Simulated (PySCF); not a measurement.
Bonds: Al1-C2 1.960 Å, Al1-C6 1.960 Å. Al1 carries H10; C2 carries H3, H4, H5; C6 carries H7, H8, H9.

Geometry: PBE0-D3(BJ)/def2-SVP; GIAO absolute shieldings from PySCF, gas phase, non-relativistic, averaged over equivalent atoms.

At B3LYP/pcSseg-1 (pcSseg-2 on Al) (112 basis functions, 4.3 s wall time on 1 thread of an Arm Neoverse V1, shared host):
```
            atoms  σ (ppm)
              Al1    239.4
            C2/C6    185.6
              H10    25.89
H3/H4/H5/H7/H8/H9    31.58
```

Q: Estimate the result of repeating the calculation with PBE0/pcSseg-1 (pcSseg-2 on Al).

A: 
```csv
atoms,σ at PBE0/pcSseg-1 (pcSseg-2 on Al),change
Al1,252.7,+13.3
C2/C6,190.6,+5.0
H10,25.73,-0.16
H3/H4/H5/H7/H8/H9,31.45,-0.13
```

The largest change is at Al1 (aluminium bonded to 2 C, H). Cost: 112 basis functions, 5.6 s wall time on 1 thread of an Arm Neoverse V1, shared host.
